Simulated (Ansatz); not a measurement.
# H2OSi: the cost of one run

Program: Ansatz 0.2.0. Level of theory: the levels named in each step. These are calculated values, not measurements.

## Step 1: Starting point

Bond lengths: O1–Si2 1.504 Å, Si2–H3 1.456 Å, Si2–H4 1.456 Å. Angles: O1–Si2–H3 124.9°, O1–Si2–H4 124.9°, H3–Si2–H4 110.3°.

As a file:

```xyz
4

O     0.9416   -0.3832   -0.0624
Si   -0.4489    0.1828    0.0298
H    -1.6540   -0.4909   -0.4327
H    -0.7823    1.4828    0.5943
```

## Step 2: A rough first relaxation, PBE-D4/def2-SVP

This run stands in another session on the same molecule. It ended at:

```xyz
4

O     0.9804   -0.3990   -0.0651
Si   -0.4547    0.1850    0.0303
H    -1.6898   -0.5278   -0.4544
H    -0.7796    1.5332    0.6181
```

## Step 3: Relaxation, PBE0-D4/def2-TZVPP

This run stands in another session on the same molecule. It ended at:

```xyz
4

O     0.9490   -0.3863   -0.0630
Si   -0.4517    0.1839    0.0300
H    -1.6694   -0.5197   -0.4480
H    -0.7716    1.5135    0.6100
```

## Step 4: Frequencies, PBE0-D4/def2-TZVPP

Input file input.yaml:

```yaml
crystal:
  periodic: [false, false, false]
  atoms:
    - { symbol: O, position_ang: [0.94899302, -0.38628053, -0.06295495] }
    - { symbol: Si, position_ang: [-0.45170067, 0.18391558, 0.02996397] }
    - { symbol: H, position_ang: [-1.66942808, -0.51972221, -0.44798107] }
    - { symbol: H, position_ang: [-0.77157428, 1.51345715, 0.60996206] }
basis:
  gaussian: { orbitals: def2-TZVPP }
hamiltonian:
  xc: pbe0
  dispersion: d4
phonons: {}
```

The run is started by

```console
$ ansatz run input.yaml --threads 2 --pin off --max-ram 5120MiB --backend cpu --events-out ev --progress --plain --runs-dir out
```

What time and memory should one allow on 2 threads of Intel Xeon at 2.50GHz (Skylake/Cascade Lake), shared host?

About 18 s, with a peak of 0.15 GiB.
